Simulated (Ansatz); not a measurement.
System: hcp Lu. Method: PBE in Ansatz (plane waves, PAW).

Run with plane-wave cutoff 520 eV, 18×18×10 k mesh (along the axes of the cell as run), Fermi–Dirac smearing 0.05 eV, scalar-relativistic PAW data made under PBE.

Shape and atoms are relaxed at each volume.

Pressure at four volumes; x = ln(V/29.095 Å³). One pressure is withheld.

```json
[
 {"V (Å³/atom)": "27.931", "x": "-0.0408", "P (GPa)": "?"},
 {"V (Å³/atom)": "28.513", "x": "-0.0202", "P (GPa)": "0.97"},
 {"V (Å³/atom)": "29.095", "x": "0.0000", "P (GPa)": "0.00"},
 {"V (Å³/atom)": "30.259", "x": "0.0392", "P (GPa)": "-1.70"}
]
```

Q: Pass a parabola P(x) through the three rows shown, estimate the bulk modulus and its pressure derivative near zero pressure, and predict the withheld pressure.

A: Slopes between the rows: (0.00 − (0.97))/(0.0000 − (-0.0202)) = -48.02 and (-1.70 − (0.00))/(0.0392 − (0.0000)) = -43.37 GPa. Their difference over the span 0.0594 is c = 4.65/0.0594 = 78.3 GPa, so P(x) = 0.97 + (-48.02)(x − (-0.0202)) + 78.3 (x − (-0.0202))(x − (0.0000)). At the middle row B = −dP/dx = −[-48.02 + 78.3 × 0.0202] = 46.4 GPa, and B′ = dB/dP = 2c/B = 3.4. At x = -0.0408 the parabola gives 2.03 GPa; the run gives 2.04 GPa. The Birch–Murnaghan fit to the energies at all volumes has B0 = 46.4 GPa and B′ = 3.5.

Measured, for comparison: bulk modulus 47.6 GPa (room temperature, no zero-point or thermal correction; as tabulated in Wikipedia's data pages). Computed less measured: bulk modulus -2.5 %.

Spin–orbit coupling is not included.

Ansatz is a first-principles code.
